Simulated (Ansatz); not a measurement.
Reaction (formal loss of a carbene): `CC(O)S` → `[CH2]` (triplet) + `OCS`

Isolated molecules relaxed with PBE0-D4/def2-TZVP in Ansatz; ΔE leaves out vibrations. CBS: MP2 limit from def2 TZ/QZ plus the TZ coupled-cluster correction, frozen cores. This one scheme is used for every species. DFT in def2-TZVPP. B3LYP here is the variant with VWN-RPA as its local correlation; programs differ in this. HSE06 is defined as in plane-wave codes. Triplets are unrestricted, without spin–orbit coupling. One conformer a species, not always the lowest.

`CC(O)S`:

Cartesian coordinates in Å:
```
C -0.921 0.381 0.104
C 0.496 -0.100 0.333
O 1.407 0.513 -0.551
S 0.664 -1.891 0.184
H -1.613 -0.098 0.798
H -0.983 1.465 0.253
H -1.235 0.157 -0.918
H 0.787 0.086 1.377
H 1.251 1.462 -0.526
H 0.147 -1.975 -1.054
```

`[CH2]` (triplet):

```xyz
3

C     0.201    0.112   -0.153
H    -0.761    0.147   -0.641
H     0.560   -0.259    0.794
```

`OCS`:

Z-matrix (Å, degrees):
```
C
S 1 1.793
O 1 1.405 2 110.6
H 1 1.095 2 109.2 3 123.4
H 1 1.097 2 104.5 3 -120.8
H 2 1.343 1 96.4 3 -70.0
H 3 0.962 1 108.1 2 177.5
```

Task: Is it downhill or uphill in electronic energy at CCSD(T)/CBS, and by how much? (Best estimate.)

Result: Ansatz gave: Uphill: ΔE = +4.67 eV.

Task: What do these levels give: PBE-D4, r2SCANh-D4, HSE06-D4, BHLYP-D4, CAM-B3LYP-D4, B2PLYP, revPBE, B3LYP, CAM-B3LYP, CCSD(T)/def2-SVP, CCSD/def2-TZVPP, CCSD/CBS(def2)? (Estimate.)

Result: Computed: PBE-D4 4.71, r2SCANh-D4 4.42, HSE06-D4 4.63, BHLYP-D4 4.45, CAM-B3LYP-D4 4.62, B2PLYP 4.55, revPBE 4.35, B3LYP 4.45, CAM-B3LYP 4.56, CCSD(T)/def2-SVP 4.55, CCSD/def2-TZVPP 4.43, CCSD/CBS(def2) 4.55 eV.

Largest T1 diagnostic among the species: 0.011.

From r2SCAN to r2SCAN0 (25 % exact exchange), in def2-TZVPP and without D4, ΔE moves by −0.05 eV. The D4 term adds +0.12 eV with B3LYP and +0.06 eV with PBE0; it sums over pairs of atoms, weighted by their polarisabilities, and B3LYP, whose exchange is more repulsive, gets the larger term. Leaving LDA and LC-ωPBE aside and taking each functional with its dispersion term where it has one, the values, not all of them listed here, spread over 0.38 eV, from r2SCAN0-D4 to ωB97X-V. LDA lies +0.82 eV from PBE without D4.
